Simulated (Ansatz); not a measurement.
Two shapes of singlet C₂H(-).

Shape 1:

```xyz
3

H     0.0045    0.0233   -1.6188
C    -0.0146    0.0460   -0.5069
C    -0.0062    0.0449    0.7776
```

Shape 2:

```xyz
3

H     0.0000    0.0000   -1.7008
C     0.0000    0.0000   -0.5334
C     0.0000    0.0000    0.8169
```

Basis set: cc-pVDZ (spherical functions). Frozen core: 2 orbitals. Charge -1, multiplicity 1.

Computed with Ansatz (development build ahead of 0.2.0); each method stands on the lowest determinant of its kind that the runs found.

(1) Which shape is lower in energy, and by how much in each method?

Answers

(1)

```json
{"method": "RHF", "E(2) − E(1) (eV)": "0.560"}
{"method": "RHF-MP2", "E(2) − E(1) (eV)": "0.269"}
```

Shape 1 is lower. Caution: no diffuse functions for an anion.
